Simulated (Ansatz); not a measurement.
A nudged elastic band was laid between two geometries of FH3Si + H3P (9 atoms, charge 0, multiplicity 1).

The calculation used RKS PBE/def2-SVP (Ansatz 0.2.0).

```yaml
movable_images: 5
climbing_image: yes
spring: 0.5 eV/Å²
optimiser: quadratic models (default)
start_path: through a guess of the saddle point
force_threshold: 0.05 eV/Å
iteration_limit: 60
end_points: relaxed
```

First end point:

```xyz
9
Properties=species:S:1:pos:R:3
Si 0.399 -0.149 -0.085
H 0.582 -0.031 1.400
F 1.878 -0.164 -0.791
H -0.369 1.027 -0.613
H -0.304 -1.430 -0.426
P -3.260 -0.127 1.660
H -3.064 -0.124 0.232
H -2.314 -1.197 1.850
H -2.252 0.883 1.864
```

Last end point:

```xyz
9
Properties=species:S:1:pos:R:3
Si -0.604 -0.301 -0.508
H 0.318 0.792 2.746
F 0.651 0.229 0.419
H -0.657 0.534 -1.758
H -0.319 -1.735 -0.859
P -2.532 0.029 0.648
H -3.275 -0.574 -0.434
H -2.414 -1.220 1.358
H 0.130 0.934 3.478
```

Problem. What changes between the two ends?

Solution. Bonds broken: Si1–H2, P6–H9. Bonds formed: Si1–P6, H2–H9. FH3Si + H3P becomes FH4PSi + H2.

Problem. Give the energies along the band, and the barrier.

Solution. The run converged. The highest image is number 3 of 0 to 6, 2.05 eV above the first end and 2.05 eV above the last; the last end lies 0.00 eV below the first. Neighbouring images differ by up to 2.0 eV, so the band resolves the path poorly. Another band between the same ends (5 images) ends at a top of the same energy, where a vibrational analysis finds 1 clearly imaginary mode. The orbitals stay closed-shell, which can raise the energy where a bond breaks towards radicals; this wasn't checked here.

| image | path coordinate (Å) | energy (eV) | Si1–H2 (Å) | P6–H9 (Å) | Si1–P6 (Å) |
| --- | --- | --- | --- | --- | --- |
| 0 | 0.00 | 0.00 | 1.50 | 1.44 | 4.05 |
| 1 | 2.17 | 0.01 | 1.50 | 1.44 | 4.24 |
| 2 | 4.33 | 0.02 | 1.50 | 1.44 | 3.69 |
| 3 | 6.49 | 2.05 | 1.75 | 1.98 | 2.54 |
| 4 | 8.66 | 0.10 | 3.04 | 3.16 | 2.28 |
| 5 | 10.83 | 0.04 | 3.85 | 4.73 | 2.29 |
| 6 | 13.09 | 0.00 | 3.55 | 3.99 | 2.27 |

Problem. What is the geometry of the highest image?

Solution. 
```xyz
9
Properties=species:S:1:pos:R:3
Si -0.212 0.042 -0.076
H 0.064 -0.551 1.546
F 1.449 -0.015 -0.084
H -0.434 1.514 -0.192
H -0.539 -1.032 -1.059
P -2.663 -0.068 0.568
H -2.784 -1.375 1.167
H -2.686 0.614 1.839
H -0.898 -0.441 1.380
```

The run took 2.8 min on 2 threads of Arm Neoverse V1, on a shared host, peak memory 0.14 GiB.
